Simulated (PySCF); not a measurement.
C2H6O.
Cartesian coordinates in Å at the PBE0-D3(BJ)/def2-SVP level; atoms count from 1:
```xyz
9
C2H6O angstrom
C      0.8853    0.1954    0.1441
C     -0.4381   -0.4940   -0.1251
O     -1.4159    0.3760   -0.6301
H      1.6494   -0.5210    0.4839
H      0.7804    0.9638    0.9287
H      1.2519    0.6917   -0.7672
H     -0.7867   -1.0123    0.7921
H     -0.3031   -1.2773   -0.8885
H     -1.5689    1.0627    0.0269
```

Computed with PBE0-D3(BJ)/def2-SVP geometry optimisation, gas phase in PySCF.

Take the most abundant isotopes and a rigid rotor. The values belong to one conformer with, in the numbering `[CH3:1][CH2:2][OH:3]`, C1–C2–O3–H -61°.

Question: Give the principal moments of inertia and the rotational constants in MHz.

Answer: Ia = 14.62, Ib = 54.36, Ic = 61.52 u·Å²; 505379 MHz·u·Å²/I gives A = 34561, B = 9296, C = 8215 MHz.

Question: Classify the top.

Answer: A near-prolate asymmetric top. Ray's parameter κ = (2B − A − C)/(A − C) = -0.918; −1 is the prolate and +1 the oblate limit.

Question: What does the inertial defect say?

Answer: Not planar: Δ = Ic − Ia − Ib = -7.46 u·Å². For a rigid frame Δ = −2 Σ m c², so Σ m c² = 3.73 u·Å² lies off the ab plane: 3.66 from hydrogen and 0.07 from heavier atoms. The atom farthest from that plane is 0.94 Å away.

Question: Give the other two planar moments, Paa and Pbb, and the rms extents of the mass along the axes.

Answer: Paa = Σ m a² = (Ib + Ic − Ia)/2 = 50.63 and Pbb = Σ m b² = (Ia + Ic − Ib)/2 = 10.89 u·Å². With the mass M = 46.04 u, the rms extents √(P/M) along a, b and c are 1.05, 0.49, 0.28 Å.

Question: Where do the levels up to J = 5 lie, in cm⁻¹?

Answer: Above 0(0,0):
J = 1: 1(0,1) 0.5841, 1(1,1) 1.4269, 1(1,0) 1.4629
J = 2: 2(0,2) 1.7511, 2(1,2) 2.5590, 2(1,1) 2.6672, 2(2,1) 5.1955, 2(2,0) 5.1966
J = 3: 3(0,3) 3.4989, 3(1,3) 4.2564, 3(1,2) 4.4729, 3(2,2) 6.9478, 3(2,1) 6.9534, 3(3,1) 11.2525, 3(3,0) 11.2525
J = 4: 4(0,4) 5.8240, 4(1,4) 6.5184, 4(1,3) 6.8791, 4(2,3) 9.2833, 4(2,2) 9.3002, 4(3,2) 13.5910, 4(3,1) 13.5912, 4(4,1) 19.6146, 4(4,0) 19.6146
J = 5: 5(0,5) 8.7221, 5(1,5) 9.3440, 5(1,4) 9.8846, 5(2,4) 12.2012, 5(2,3) 12.2405, 5(3,3) 16.5152, 5(3,2) 16.5158, 5(4,2) 22.5376, 5(4,1) 22.5376, 5(5,1) 30.2825, 5(5,0) 30.2825
Those of J = 1 are B + C, A + C and A + B.

Question: Which lines would a microwave search look for?

Answer: The dipole components are |μa| = 1.10 D, |μb| = 0.21 D, |μc| = 1.16 D. Intensities carry the squares of the components, which stand as 0.89 : 0.03 : 1.00 (a : b : c). Some lines, for components of 0.1 D or more:

```csv
type,branch,"J(Ka,Kc)",MHz,lower level (cm⁻¹)
a,Q,"4(2,2) ← 4(2,3)",508,9.283
a,Q,"2(1,1) ← 2(1,2)",3245,2.559
a,Q,"3(1,2) ← 3(1,3)",6489,4.256
b,R,"3(0,3) ← 2(1,2)",28179,2.559
b,Q,"4(1,3) ← 4(0,4)",31630,5.824
a,R,"2(1,2) ← 1(1,1)",33940,1.427
a,R,"2(1,1) ← 1(1,0)",36103,1.463
a,R,"3(0,3) ← 2(0,2)",52396,1.751
a,R,"4(2,3) ← 3(2,2)",70016,6.948
a,R,"4(3,2) ← 3(3,1)",70109,11.252
c,Q,"4(2,3) ← 4(1,3)",72075,6.879
c,Q,"3(2,2) ← 3(1,2)",74195,4.473
c,Q,"2(2,1) ← 2(1,1)",75796,2.667
b,Q,"3(2,2) ← 3(1,3)",80684,4.256
b,R,"3(2,2) ← 2(1,1)",128328,2.667
b,Q,"3(3,0) ← 3(2,1)",128882,6.953
c,R,"3(2,2) ← 2(1,2)",131573,2.559
b,R,"4(2,3) ← 3(1,2)",144211,4.473
b,Q,"4(4,0) ← 4(3,1)",180578,13.591
c,R,"3(3,1) ← 2(2,1)",181584,5.195
b,R,"4(3,1) ← 3(2,2)",199165,6.948
```

Whether it is a minimum is left open (no frequencies). These are rigid-rotor constants of the computed structure; measured ground-state constants (B0) also hold zero-point vibration. A rigid rotor knows nothing of internal rotation, which can split or shift real lines.
